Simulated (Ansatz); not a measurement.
Process, species as SMILES: [SiH2] (SiH2) (closed-shell singlet) → 2 H atom + Si atom
B3LYP-D3(BJ)/def2-TZVP geometries, fixed; electronic energies without zero-point terms.

Basis-set convergence of the atomisation energy at MP2 with Ansatz (a quantum-chemistry and plane-wave program). Cartesian d functions, on some or all atoms, in 6-31G*, 6-311+G**; all else is spherical. Cores are frozen. A restricted Hartree-Fock determinant is unstable towards unrestricted orbitals. Open shells are unrestricted. No added dispersion term, no relativity. Functions are those of the species that has most. Reference: Hartree-Fock in aug-cc-pV(Q+d)Z plus the correlation part extrapolated as X^-3 from aug-cc-pV(T+d)Z and aug-cc-pV(Q+d)Z, 148.20 kcal/mol, itself unsure by roughly 0.59 kcal/mol (a third of the extrapolation step and of the last Hartree-Fock step). Deviations are taken from unrounded values.

| basis | functions | atomisation energy (kcal/mol) | minus reference (kcal/mol) |
|---|---|---|---|
| 3-21G | 17 | 110.78 | -37.42 |
| 6-31G* | 23 | 124.63 | -23.57 |
| def2-SVPD | 40 | 137.67 | -10.53 |
| 6-311+G** | 43 | 137.54 | -10.66 |
| def2-TZVP | 49 | 139.82 | -8.38 |
| def2-TZVPD | 61 | 140.39 | -7.81 |
| cc-pV(T+d)Z | 67 | 143.57 | -4.64 |
| jun-cc-pV(T+d)Z | 76 | 143.55 | -4.65 |
| def2-QZVPPD | 142 | 146.35 | -1.85 |
